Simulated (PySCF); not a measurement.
Compound: CH2BH, CH₃B.
Numbering: `[BH:1]=[CH2:2]` (hydrogens: H3 on B1; H4, H5 on C2)

Geometry (PBE0-D3(BJ)/def2-SVP, Å), atoms numbered from 1 in this order:
```
atom  x, y, z in Å
B1     0.8085    0.0032    0.2080
C2    -0.5388   -0.0005   -0.1086
H3     1.9657    0.0067    0.4803
H4    -1.2330    0.7539    0.2771
H5    -0.9850   -0.7576   -0.7624
```

Theory: core-valence-separated Tamm–Dancoff BHandHLYP/aug-pcX-1 (pcseg-1 on H) in PySCF, non-relativistic, gas phase, PBE0-D3(BJ)/def2-SVP geometry. No shift to experiment was applied.

(1) Give energies, oscillator strengths and core holes at the B K edge.

(2) List the carbon K-edge absorption lines.

Results:

(1) 
| E (eV) | f | core hole on | main final orbital | polarisation |
| --- | --- | --- | --- | --- |
| 185.69 | 0.0929 | B1 | LUMO (84 %) | in plane |
| 188.97 | 0.0624 | B1 | LUMO+5 (46 %) | out of plane |
| 191.33 | 0.0034 | B1 | LUMO+1 (63 %) | in plane |
| 191.56 | 0.0084 | B1 | LUMO+3 (78 %) | in plane |
| 192.26 | 0.0067 | B1 | LUMO+4 (84 %) | in plane |
| 192.35 | 0.0110 | B1 | LUMO+2 (53 %) | out of plane |
| 193.04 | 0.0041 | B1 | LUMO+6 (53 %) | in plane |

The first line with a tenth or more of the strongest one's intensity is at 185.69 eV (f = 0.093), with the hole on B1 (boron bonded to C and H), polarised in plane. It is also the strongest listed.

(2) 
| E (eV) | f | core hole on | main final orbital | polarisation |
| --- | --- | --- | --- | --- |
| 282.41 | 0.0001 | C2 | LUMO (92 %) | – |
| 282.83 | 0.0514 | C2 | LUMO+2 (56 %) | out of plane |
| 284.83 | 0.0027 | C2 | LUMO+1 (89 %) | in plane |
| 285.62 | 0.0238 | C2 | LUMO+4 (61 %) | in plane |
| 286.31 | 0.0006 | C2 | LUMO+3 (86 %) | – |
| 286.45 | 0.0022 | C2 | LUMO+5 (79 %) | out of plane |
| 286.53 | 0.0163 | C2 | LUMO+6 (75 %) | in plane |

The first line with a tenth or more of the strongest one's intensity is at 282.83 eV (f = 0.051), with the hole on C2 (carbon bonded to B and 2 H), polarised out of plane: a 1s→π* resonance. It is also the strongest listed.

Roots within 0.03 eV whose holes lie on the same, on equivalent or on shared atoms are summed into one line, and the highest roots are left out, as the search may have cut off their partners. Final orbitals are the ground state's empty Kohn–Sham orbitals. A dash: too weak, shared between unlike atoms, or no plane or axis to refer to.

Task: What is the summed oscillator strength of the listed B K lines, and their intensity-weighted mean energy?

Result: Σf = 0.189 over 7 lines from 185.69 to 193.04 eV; the weighted mean is 187.91 eV. The strongest line holds 49 % of the sum.

The list ends where the root search ended, not at a threshold.

Rough CPU time on one thread of a shared machine: about 3 s.
